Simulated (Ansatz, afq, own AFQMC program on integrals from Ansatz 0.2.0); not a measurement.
# CH$_{2}$⁺, doublet: a scan with AFQMC

```xyz
3

C     0.0000    0.0000    0.0000
H     0.0000    0.0000   -1.0935
H     0.0000    0.0000    1.0935
```

The C1–H2 distance is changed with both sides rigid. Energies in mEh count from this geometry (1.093 Å) at the same level; the start stands on UHF, each point on the determinant named.

Basis cc-pVDZ. Only valence electrons are correlated. AFQMC by an in-house program on the Cholesky factors that Ansatz 0.2.0 writes for its CCSD(T) run. The CISD trial takes its coefficients from CCSD amplitudes. Released means that phaseless walkers are propagated on without the constraint, phases kept. ± is one standard error of the sampling.

Cautions, each for one point or more: a spin-contaminated unrestricted determinant lies lower; strong correlation; unrestricted determinant spin contaminated.

```json
{"r(C1–H2) / Å": "0.894", "det.": "UHF", "T1": "0.008", "weight": "0.96", "⟨S²⟩": "0.76", "CCSD": "44.0", "B2PLYP": "42.3", "CCSD(T)": "44.2"}
{"r(C1–H2) / Å": "1.344", "det.": "UHF", "T1": "0.013", "weight": "0.95", "⟨S²⟩": "0.77", "CCSD": "23.6", "B2PLYP": "24.4", "CCSD(T)": "23.3"}
{"r(C1–H2) / Å": "1.783", "det.": "UHF", "T1": "0.068", "weight": "0.88", "⟨S²⟩": "0.99", "CCSD": "98.5", "B2PLYP": "100.4", "CCSD(T)": "97.6"}
{"r(C1–H2) / Å": "2.347", "det.": "UHF", "T1": "0.111", "weight": "0.77", "⟨S²⟩": "1.53", "CCSD": "166.8", "B2PLYP": "165.1§", "CCSD(T)": "165.3"}
{"r(C1–H2) / Å": "3.773", "det.": "ROHF†", "T1": "0.010", "weight": "0.92", "⟨S²⟩": "pure", "CCSD": "163.9", "B2PLYP": "179.9§", "CCSD(T)": "163.8"}
```

(1) Estimate the curve of full CI, counted from the same start.

## Answers

(1) 
| r(C1–H2) / Å | det. | T1 | weight | ⟨S²⟩ | FCI | ph-AFQMC/CISD | released AFQMC | CCSDT(Q) |
| --- | --- | --- | --- | --- | --- | --- | --- | --- |
| 0.894 | UHF | 0.008 | 0.96 | 0.76 | 44.3 | 44.2 ± 0.04 | 44.3 ± 0.03 | 44.3 |
| 1.344 | UHF | 0.013 | 0.95 | 0.77 | 23.2 | 23.2 ± 0.05 | 23.2 ± 0.03 | 23.2 |
| 1.783 | UHF | 0.068 | 0.88 | 0.99 | 97.1 | 97.4 ± 0.07 | 97.1 ± 0.05 | 97.1 |
| 2.347 | UHF | 0.111 | 0.77 | 1.53 | 163.7 | 164.1 ± 0.08 | 163.7 ± 0.1 | 163.7 |
| 3.773 | ROHF† | 0.010 | 0.92 | pure | 163.7 | 163.7 ± 0.05 | – | 163.7 |

Weight is that of the determinant in the CISD state; at the start T1 is 0.008 and the weight 0.96, and ⟨S²⟩ is 0.76. A dagger marks points whose determinant fills other symmetries than the start's, so the wave-function levels may follow another state there, or a degenerate partner. A dash marks a missing value, a released energy that hasn't settled or a functional that sits on another state. § marks a functional whose ⟨S²⟩ is too high by over 0.1. Largest departures from full CI: CCSD(T) 1.6 mEh at 2.347 (on UHF), ph-AFQMC/CISD 0.4 mEh at 2.347 (on UHF), released AFQMC 0.1 mEh at 1.783 (on UHF) (within the noise), CCSDT(Q) 0.0 mEh at 3.773 (on ROHF), CCSD 3.2 mEh at 2.347 (on UHF), B2PLYP 3.3 mEh at 1.783. Functionals count only at points shown to share the start's state and spin. In this small basis the wave-function levels are far from their limit, so their gap to the functionals isn't the functionals' error.

CCSDT and higher add their correlation energy to the determinant of the CCSD(T) run, since their own runs factorise the integrals more tightly (a shift of under 2 meV). A walk keeps the symmetry of its determinant, which the program's search chose and which needn't be the lowest solution, so a lower state of the same spin and another symmetry isn't excluded. Released energies are given only where the last usable release times agree within the noise; a slower fall can still hide under it.
